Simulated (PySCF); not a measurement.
Bond curve of MgP⁺

Set-up: Mg pcseg-1, P pcseg-1; no relativity (PySCF 2.14). Energies in eV from Mg⁺ + P in their ground configurations at the same level. State: ³Σ⁻ (triplet), unpaired electrons π ↑↑.

```csv
R (Å),PBE0
2.164,-0.732
2.264,-1.012
2.365,-1.161
2.441,-1.212
2.516,-1.223
2.591,-1.206
2.692,-1.153
2.818,-1.056
2.969,-0.922
3.170,-0.747
```

Task: Put a parabola through the three lowest points of the PBE0 curve and estimate Re, k and ωe (reduced mass 13.52 u; 1 eV/Å² = 0.16022 mdyn/Å; ωe = 1302.8·√(k/μ) cm⁻¹).

Result: Through R = 2.441, 2.516, 2.591 Å the second-order coefficient is 2.49 eV/Å², so Re ≈ 2.508 Å, k ≈ 0.798 mdyn/Å and ωe ≈ 316 cm⁻¹. A polynomial fit of higher order to the unrounded PBE0 energies gives Re = 2.505 Å, k = 0.841 mdyn/Å, ωe = 325 cm⁻¹; anharmonicity and rounding make the difference.

The higher-order fit for each curve: PBE0: Re = 2.505 Å, ωe = 325 cm⁻¹, De = 1.22 eV.

⟨S²⟩ of the unrestricted solution departs from its pure value on part of the curve, where spin states mix. For an ion De counts to the pair picked by the measured ionisation energies or electron affinities, which need not be the lowest pair at this level. The state was picked by a PBE0 search and need not be the measured ground state.
